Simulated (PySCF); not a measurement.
# AlH (SMILES [AlH]): NEVPT2(4,5)/aug-cc-pVDZ

What is the vertical singlet–triplet gap of AlH at NEVPT2(4,5)/aug-cc-pVDZ? 

The calculation is run with PySCF 2.14.0.

5 further runs of the same task are left out: 5 set aside as unsound or not needed.

### 1 The molecule

The species is AlH (2 atoms), meant as a singlet with charge 0. SMILES: `[AlH]`. Geometry: a GFN2-xTB relaxation, a rough one for these elements and not checked as a minimum.

Bond lengths: Al1–H2 1.613 Å.

### 2 A single-point energy at NEVPT2(4,5)/aug-cc-pVDZ

Contents of mol.xyz:

```xyz
2
AlH
Al     0.000000     0.000000     0.000000
H      0.000000     0.000000     1.613470
```

Contents of run.py:

```python
# AlH
import numpy
from pyscf import gto, scf, mp, mcscf, mrpt

system = gto.M(
    atom='mol.xyz',
    verbose=3,
    basis='aug-cc-pvdz',
    max_memory=1860,
)

mf = system.RHF()
mf.conv_tol = 1e-10
mf.kernel()
if not mf.converged:
    mf = mf.newton().run(mf.mo_coeff, mf.mo_occ)

pt = mp.MP2(scf.addons.convert_to_uhf(mf)).run()
noons, natorbs = mcscf.addons.make_natural_orbitals(pt)
print('natural occupations', numpy.round(noons[:40], 4))
cas = mcscf.CASSCF(mf, 5, 4)
cas.fix_spin_(ss=0.0)
cas.natorb = True
cas.kernel(natorbs)
e_pt2 = mrpt.NEVPT(cas).kernel()
e_final = cas.e_tot + e_pt2
print(f'total energy: {e_final:.8f} hartree')
```

The run is started by

```bash
$ OMP_NUM_THREADS=1 python run.py
```

What it wrote:

```text
converged SCF energy = -242.453957523652
E(UMP2) = -242.513677873571  E_corr = -0.0597203499191787
E(SCS-UMP2) = -242.521620288133  E_corr = -0.067662764480691
natural occupations [2.0000e+00 1.9999e+00 1.9996e+00 1.9996e+00 1.9996e+00 1.9735e+00
 1.9497e+00 1.8400e-02 1.8400e-02 1.2300e-02 5.5000e-03 5.5000e-03
 5.4000e-03 3.9000e-03 2.6000e-03 1.1000e-03 1.1000e-03 8.0000e-04
 8.0000e-04 6.0000e-04 4.0000e-04 4.0000e-04 2.0000e-04 2.0000e-04
 2.0000e-04 1.0000e-04 1.0000e-04 0.0000e+00 0.0000e+00 0.0000e+00
 0.0000e+00 0.0000e+00 0.0000e+00 0.0000e+00 0.0000e+00 0.0000e+00]
CASSCF energy = -242.498290284471
CASCI E = -242.498290284471  E(CI) = -3.48961051980038  S^2 = 0.0000000
Sr    (-1)',   E = -0.00541412354175
Si    (+1)',   E = -0.00003895757667
Sijrs (0)  ,   E = -0.00163994544233
Sijr  (+1) ,   E = -0.00203841200324
Srsi  (-1) ,   E = -0.00055930315178
Srs   (-2) ,   E = -0.01471585782259
Sij   (+2) ,   E = -0.00060656039288
Sir   (0)' ,   E = -0.00067931824082
Nevpt2 Energy = -0.025692478172074
total energy: -242.52398276 hartree
```

It took 1.2 s on 1 thread of Arm Neoverse V1, shared host; peak memory 0.12 GiB.

### 3 The triplet at the same level

Contents of job.py:

```python
import numpy
from pyscf import gto, scf, mp, mcscf, mrpt

mol = gto.Mole()
mol.atom = '''
Al     0.000000     0.000000     0.000000
H      0.000000     0.000000     1.613470
'''
mol.verbose = 3
mol.basis = 'aug-cc-pvdz'
mol.spin = 2
mol.max_memory = 1860
mol.build()

calc0 = scf.ROHF(mol)
calc0.conv_tol = 1e-10
calc0.kernel()
if not calc0.converged:
    calc0 = calc0.newton().run(calc0.mo_coeff, calc0.mo_occ)

pt = mp.MP2(scf.addons.convert_to_uhf(calc0)).run()
noons, natorbs = mcscf.addons.make_natural_orbitals(pt)
print('natural occupations', numpy.round(noons[:40], 4))
cas = mcscf.CASSCF(calc0, 5, 4)
cas.fix_spin_(ss=2.0)
cas.natorb = True
cas.kernel(natorbs)
e_pt2 = mrpt.NEVPT(cas).kernel()
energy = cas.e_tot + e_pt2
print('E(%s) = %.9f' % ('NEVPT2', energy))
```

The run is started by

```bash
$ OMP_NUM_THREADS=1 python job.py
```

What it wrote:

```text
converged SCF energy = -242.409988409454
E(UMP2) = -242.450971969788  E_corr = -0.0409835603332607
E(SCS-UMP2) = -242.45315978908  E_corr = -0.0431713796253601
natural occupations [2.0000e+00 1.9999e+00 1.9997e+00 1.9996e+00 1.9996e+00 1.9717e+00
 9.9640e-01 9.9440e-01 9.9000e-03 6.8000e-03 5.0000e-03 4.2000e-03
 2.4000e-03 2.3000e-03 2.1000e-03 2.0000e-03 1.2000e-03 8.0000e-04
 5.0000e-04 4.0000e-04 4.0000e-04 2.0000e-04 2.0000e-04 1.0000e-04
 1.0000e-04 1.0000e-04 1.0000e-04 0.0000e+00 0.0000e+00 0.0000e+00
 0.0000e+00 0.0000e+00 0.0000e+00 0.0000e+00 0.0000e+00 0.0000e+00]
CASSCF energy = -242.432233381250
CASCI E = -242.432233381250  E(CI) = -3.42324218263545  S^2 = 2.0000000
Sr    (-1)',   E = -0.00791549231656
Si    (+1)',   E = -0.00006261849577
Sijrs (0)  ,   E = -0.00227313678956
Sijr  (+1) ,   E = -0.00161860112795
Srsi  (-1) ,   E = -0.00070537748647
Srs   (-2) ,   E = -0.01092954627285
Sij   (+2) ,   E = -0.00023484572036
Sir   (0)' ,   E = -0.00043731477928
Nevpt2 Energy = -0.024176932988801
E(NEVPT2) = -242.456410314
```

Run time: 1.3 s. Hardware: 1 thread of Arm Neoverse V1, shared host; peak memory 0.12 GiB.

### 4 Summary of results

At NEVPT2(4,5)/aug-cc-pVDZ:

```
                                        quantity          value
                           singlet: total energy  -242.52398 Eh
   singlet: dipole moment (Hartree–Fock density)         0.29 D
    singlet: HOMO energy (Hartree–Fock orbitals)       -7.81 eV
    singlet: LUMO energy (Hartree–Fock orbitals)        0.37 eV
  singlet: HOMO–LUMO gap (Hartree–Fock orbitals)        8.18 eV
                           triplet: total energy  -242.45641 Eh
   triplet: dipole moment (Hartree–Fock density)         0.70 D
vertical energy of the triplet above the singlet       1.839 eV
```

What this shows: At this shape the triplet lies 1.84 eV (42 kcal/mol) above the singlet.
